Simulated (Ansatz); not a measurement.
The first iterations of a band of H$_{4}$O$_{2}$Si (7 atoms, charge 0, multiplicity 1).

Theory: RKS B3LYP/def2-SVP (Ansatz 0.2.0).

* movable images: 5
* climbing image: yes
* spring: 5.0 eV/Å²
* optimiser: quadratic models (default)
* start path: through a guess of the saddle point
* force threshold: 0.05 eV/Å
* iteration limit: 60
* end points: relaxed

First end point:

```xyz
7
Properties=species:S:1:pos:R:3
Si 0.272 -0.019 0.028
O 0.521 -0.022 1.673
H -0.223 -0.228 2.251
H 1.617 0.115 -0.566
O -0.620 1.276 -0.516
H -1.580 1.197 -0.525
H -0.420 -1.282 -0.380
```

Last end point:

```xyz
7
Properties=species:S:1:pos:R:3
Si 0.008 -0.261 -0.826
O 0.760 0.177 1.253
H 0.622 -0.594 1.826
H 1.719 0.314 1.222
O -0.839 1.190 -0.997
H -1.653 1.294 -0.488
H -1.049 -1.081 -0.027
```

| iteration | highest image above the first end (eV) | largest band force component (eV/Å) |
| --- | --- | --- |
| 1 | 5.310 | 6.221 |
| 2 | 3.773 | 3.762 |
| 3 | 3.213 | 1.662 |
| 4 | 2.969 | 0.837 |
| 5 | 3.023 | 0.527 |

Question: Does the band converge within its limit, and where does its top end?

Answer: It converged. It ended after 16 iterations with the highest image 3.361 eV above the first end. Neighbouring images differ by up to 2.2 eV, so the band resolves the path poorly. A vibrational analysis at the climbing image gives one clearly imaginary mode, 1466i cm⁻¹: a first-order saddle point. The orbitals stay closed-shell, which can raise the energy where a bond breaks towards radicals; this wasn't checked here.

The run took 2.4 min on 1 thread of Arm Neoverse V1, on a shared host, peak memory 0.12 GiB.
